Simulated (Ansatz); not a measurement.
Heating and cooling a random packing of Si3Ni7

A packing of 20 atoms, thrown in at random and pushed apart as soft spheres with like charges further apart (14 Ni, 6 Si) went through Langevin stages in a fixed cell of 12.53 Å³/atom, at one k point, without spin and with a Fermi–Dirac width of kT (0.05 eV at least). All numbers below come from DFT PBE, scalar-relativistic, plane waves, PAW (Ansatz 0.2.0).

| thermostat (K) | duration (fs) | friction (1/fs) | cutoff (eV) | mean T (K) | mean P (GPa) | mean square displacement (Å²) |
| --- | --- | --- | --- | --- | --- | --- |
| 2490 | 72 | 0.030 | 320 | 2006 | 2.1 | 0.12 |
| 2490 | 363 | 0.005 | 420 | 2820 | 11.0 | 1.36 |
| 1790 | 303 | 0.005 | 420 | 1622 | 1.2 | 0.59 |
| 1000 | 303 | 0.015 | 420 | 1178 | -3.1 | 0.20 |
| 300 | 189 | 0.015 | 420 | 300 | -8.1 | 0.09 |

Means run over the second half of a stage; pressure includes the kinetic part; displacements count from the stage's start, the atoms' common shift taken off. In so short a run the atoms moved about a bond length or less in the hot stages, so this is an annealed packing, not a quenched equilibrium liquid.

Cell and atoms were then relaxed on coarser meshes and computed once more: Plane waves to 420 eV, a k mesh through Γ of 3×3×4 on the computed 20-atom cell and Gaussian smearing (0.10 eV); no spin polarisation.

Q: What structure is left?

A: One draw of many: 11.58 Å³/atom with no gap on the mesh, 0.35 eV/atom below the elements' standard states (static lattices, no corrections for gases) (a random packing after short dynamics, relaxed).

Counting as bonded all pairs within 1.2 times the summed covalent radii:

```
atom → neighbour mean count mean length (Å) spread (Å)
         Ni → Ni        8.00             2.55        0.10
         Ni → Si        3.43             2.39        0.10
         Si → Ni        8.00             2.39        0.10
         Si → Si        0.67             2.63        0.00
```

Angles between all pairs of such bonds at an atom (mean ± spread): 97 ± 34° at Ni, 96 ± 33° at Si.

```yaml
crystal:
  lattice:
    - [6.34433, -0.14136, -0.09934]
    - [-0.14064, 5.96361, -0.10270]
    - [-0.10419, -0.10304, 6.12848]
  atoms:
    - { symbol: Ni, position: [0.24368, 0.17613, 0.73912] }
    - { symbol: Ni, position: [0.45086, 0.61374, 0.35989] }
    - { symbol: Ni, position: [0.60101, 0.36239, 0.69371] }
    - { symbol: Ni, position: [0.38020, 0.20457, 0.35800] }
    - { symbol: Ni, position: [0.09166, 0.44913, 0.45441] }
    - { symbol: Ni, position: [0.20932, 0.42337, 0.07105] }
    - { symbol: Ni, position: [0.80061, 0.69325, 0.54651] }
    - { symbol: Ni, position: [0.94154, 0.70076, 0.12075] }
    - { symbol: Ni, position: [0.67390, 0.95707, 0.23382] }
    - { symbol: Ni, position: [0.86858, 0.10604, 0.58083] }
    - { symbol: Ni, position: [0.16237, 0.85823, 0.45676] }
    - { symbol: Ni, position: [0.29887, 0.88678, 0.07542] }
    - { symbol: Ni, position: [0.33301, 0.63944, 0.74347] }
    - { symbol: Ni, position: [0.74206, 0.36978, 0.26778] }
    - { symbol: Si, position: [0.52130, 0.94741, 0.58471] }
    - { symbol: Si, position: [0.95162, 0.42792, 0.80236] }
    - { symbol: Si, position: [0.02133, 0.11539, 0.23007] }
    - { symbol: Si, position: [0.59085, 0.63532, 0.01204] }
    - { symbol: Si, position: [0.51222, 0.19772, 0.00701] }
    - { symbol: Si, position: [0.03017, 0.86532, 0.80762] }
```

The final mesh leaves forces up to 0.13 eV/Å and stresses up to 0.4 GPa: the relaxation ran on a coarser mesh, so the cell's shape, its bonds and its energy belong partly to that mesh.

The k mesh is coarse. Spin polarisation was left out, and a magnetic state may lie lower.

Cost: 6 runs of about 77 core-minutes in all (earlier runs that led there not counted), on Intel Xeon Processor @ 2.50GHz (Skylake/Cascade Lake) (shared hosts).